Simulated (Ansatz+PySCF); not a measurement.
A calculation with Ansatz (development build ahead of 0.2.0).

```yaml
crystal:
  periodic: [false, false, false]
  atoms:
    - { symbol: P, position_ang: [0.0, 0.0, -1.891] }
    - { symbol: P, position_ang: [0.0, 0.0, 1.891] }
basis:
  gaussian: { orbitals: "6-31G" }
hamiltonian:
  xc: hf
scf:
  omitted_lower_state_checks: [stability, starts, atomic_configurations, cluster_reference, orbital_swaps, given_window_search, neighbouring_geometries, increment]
```

The input is written out in the form of the current development build from the run's settings.

Output:

- Converged: yes
- Total energy: -681.11889 hartree
- Spin squared of the determinant: 0.000

Caution: an unrestricted determinant lies well below; the determinant breaks the point group.
